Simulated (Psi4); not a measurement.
# CH5AlO (AlH2(OMe)) at PBE0/aug-cc-pVDZ

Aim: the vertical singlet–triplet gap of CH5AlO (AlH2(OMe)) at PBE0/aug-cc-pVDZ, from 2 runs. 

The results are computed with Psi4 1.11.

3 further runs of the same task are left out: 3 set aside as unsound or not needed.

## (1) Starting point

CH5AlO has 8 atoms, charge 0, and is taken as a singlet. As SMILES, `[H][Al]([H])[O]C`. The shape comes from GFN2-xTB, which is rough for such elements, and wasn't checked as a minimum.

Bond lengths: Al1–O4 1.642 Å, O4–C5 1.403 Å, Al1–H2 1.533 Å, Al1–H3 1.533 Å, C5–H6 1.092 Å, C5–H7 1.093 Å, C5–H8 1.092 Å. Angles: Al1–O4–C5 179.8°, H2–Al1–O4 119.6°, H3–Al1–O4 119.6°, O4–C5–H6 109.9°, O4–C5–H7 110.0°, O4–C5–H8 109.9°, H2–Al1–H3 120.8°, H6–C5–H7 109.0°, H6–C5–H8 109.0°, H7–C5–H8 109.0°.

## (2) Energy and gradient at PBE0/aug-cc-pVDZ

File job.in:

```
memory 1600 mb

molecule system {
  Al     0.678800     1.296460     0.820380
  H      2.156100     1.245680     1.226460
  H     -0.185950     2.517190     1.153510
  O      0.014370     0.026590     0.019330
  C     -0.553050    -1.056190    -0.668220
  H     -1.326660    -0.698820    -1.350340
  H     -1.000100    -1.755910     0.041910
  H      0.216490    -1.575000    -1.243030
  symmetry c1
  no_reorient
  no_com
}

set globals {
  basis                aug-cc-pVDZ
  puream               true
  e_convergence        1e-09
  d_convergence        1e-08
  scf_type             pk
  dft_radial_points    99
  dft_spherical_points 590
}

gradient("pbe0")
print_variables()
```

Run with:

```sh
$ psi4 job.in job.out -n 1
```

job.out, shortened:

```text
[...]
  Running in c1 symmetry.
[...]
  Nuclear repulsion =  101.329557417419707
[...]
  Multiplicity = 1
[...]
  Nalpha       = 16
  Nbeta        = 16
[...]
    Number of basis functions: 118
[...]
   @RKS iter   1:  -358.26321488203871   -4.70737e-01   6.52003e-03 ADIIS/DIIS
[...]
   @RKS iter  10:  -358.53616072618786   -1.18803e-11   8.48161e-09 DIIS
[...]
    Orbital Energies [Eh]
    ---------------------
    Doubly Occupied:
       1A    -56.166098     2A    -19.205933     3A    -10.279003
       4A     -4.182591     5A     -2.716388     6A     -2.711407
       7A     -2.708446     8A     -1.021544     9A     -0.704485
      10A     -0.505291    11A     -0.461153    12A     -0.460435
      13A     -0.384191    14A     -0.328391    15A     -0.307635
      16A     -0.278977
[...]
  @RKS Final Energy:  -358.53616072618786
   => Energetics <=
    Nuclear Repulsion Energy =            101.3295574174197071
    One-Electron Energy =                -696.4011921948820145
    Two-Electron Energy =                 262.5360509598397130
    DFT Exchange-Correlation Energy =     -26.0005769085652112
    Empirical Dispersion Energy =           0.0000000000000000
    VV10 Nonlocal Energy =                  0.0000000000000000
    Total Energy =                       -358.5361607261878589
[...]
 Multipole Moments:
 ------------------------------------------------------------------------------------
     Multipole            Electronic (a.u.)      Nuclear  (a.u.)        Total (a.u.)
 ------------------------------------------------------------------------------------
 L = 1.  Multiply by 2.5417464519 to convert [e a0] to [Debye]
 Dipole X            :        -10.5354298           10.3574755           -0.1779543
 Dipole Y            :        -20.1083148           19.7716375           -0.3366772
 Dipole Z            :        -12.7526690           12.5454571           -0.2072119
 Magnitude           :                                                    0.4335390
[...]
  -Total Gradient:
     Atom            X                  Y                   Z
    ------   -----------------  -----------------  -----------------
       1       -0.005840206713    -0.010976254525    -0.006903018947
       2       -0.016585996427     0.001966567562    -0.003865888185
       3        0.010898652676    -0.013009397379    -0.003035861289
       4        0.016164206657     0.030598566328     0.018440141007
       5       -0.008454750293    -0.015732914930    -0.009469403054
       6        0.004601533241    -0.000392634189     0.003809896306
       7        0.002177895462     0.003550686856    -0.002256589082
       8       -0.002960720251     0.003996705827     0.003281623904
[...]
```

Wall time 32 s (1 thread of INTEL XEON PLATINUM 8581C at 2.30GHz (Emerald Rapids), shared host); peak memory 0.8 GiB.

## (3) The triplet: a single-point energy at UPBE0/aug-cc-pVDZ

Changes to job.in since step 2:

```diff
@@ -2,3 +2,4 @@
 
-molecule system {
+molecule m {
+  0 3
   Al     0.678800     1.296460     0.820380
@@ -16,4 +17,5 @@
 
-set globals {
+set {
   basis                aug-cc-pVDZ
+  reference            uks
   puream               true
@@ -24,5 +26,6 @@
   dft_spherical_points 590
+  maxiter              200
 }
 
-gradient("pbe0")
+e = energy('pbe0')
 print_variables()
```

Run with:

```sh
$ psi4 -i job.in -o job.out -n 1
```

job.out, shortened:

```text
[...]
  Running in c1 symmetry.
[...]
  Nuclear repulsion =  101.329557417419707
[...]
  Multiplicity = 3
[...]
  Nalpha       = 17
  Nbeta        = 15
[...]
    Number of basis functions: 118
[...]
   @UKS iter   1:  -358.06490001652912   -2.72422e-01   6.54496e-03 DIIS/ADIIS
[...]
   @UKS iter  15:  -358.35618629794971   -1.93268e-12   2.30514e-09 DIIS
[...]
   @S^2 Observed:                2.007949033E+00
[...]
    Orbital Energies [Eh]
    ---------------------
    Alpha Occupied:
       1A    -56.163963     2A    -19.280105     3A    -10.316174
       4A     -4.184402     5A     -2.715125     6A     -2.714495
       7A     -2.713794     8A     -1.088780     9A     -0.747718
      10A     -0.553093    11A     -0.514794    12A     -0.502162
      13A     -0.440293    14A     -0.391220    15A     -0.358268
      16A     -0.352619    17A     -0.114140
    Alpha Virtual:
      18A     -0.022031    19A     -0.004083    20A      0.007515
      21A      0.009397    22A      0.018756    23A      0.026876
      24A      0.035017    25A      0.036541    26A      0.055372
[...]
  @UKS Final Energy:  -358.35618629794971
   => Energetics <=
    Nuclear Repulsion Energy =            101.3295574174197071
    One-Electron Energy =                -695.3504589420499542
    Two-Electron Energy =                 261.5758784224722149
    DFT Exchange-Correlation Energy =     -25.9111631957916160
    Empirical Dispersion Energy =           0.0000000000000000
    VV10 Nonlocal Energy =                  0.0000000000000000
    Total Energy =                       -358.3561862979497050
[...]
 Multipole Moments:
 ------------------------------------------------------------------------------------
     Multipole            Electronic (a.u.)      Nuclear  (a.u.)        Total (a.u.)
 ------------------------------------------------------------------------------------
 L = 1.  Multiply by 2.5417464519 to convert [e a0] to [Debye]
 Dipole X            :        -10.8632140           10.3574755           -0.5057384
 Dipole Y            :        -20.7482138           19.7716375           -0.9765763
 Dipole Z            :        -13.1992942           12.5454571           -0.6538371
 Magnitude           :                                                    1.2794434
[...]
```

It took 40 s on 1 thread of INTEL XEON PLATINUM 8581C at 2.30GHz (Emerald Rapids), shared host; peak memory 0.8 GiB.

## (4) Outcome

At PBE0/aug-cc-pVDZ:

| quantity | value |
| --- | --- |
| singlet: total energy | -358.53616 Eh |
| singlet: dipole moment | 1.10 D |
| singlet: HOMO energy | -7.59 eV |
| singlet: LUMO energy | -0.91 eV |
| singlet: HOMO–LUMO gap | 6.68 eV |
| singlet: largest force on an atom | 2.016 eV/Å |
| triplet: total energy | -358.35619 Eh |
| triplet: dipole moment | 3.25 D |
| triplet: HOMO energy (highest over α and β) | -3.11 eV |
| triplet: ⟨S²⟩ | 2.008 |
| vertical energy of the triplet above the singlet | 4.897 eV |

At this shape the triplet lies 4.90 eV (473 kJ/mol) above the singlet. The largest force (singlet) is 2.02 eV/Å: the shape isn't a stationary point for this species at this level.
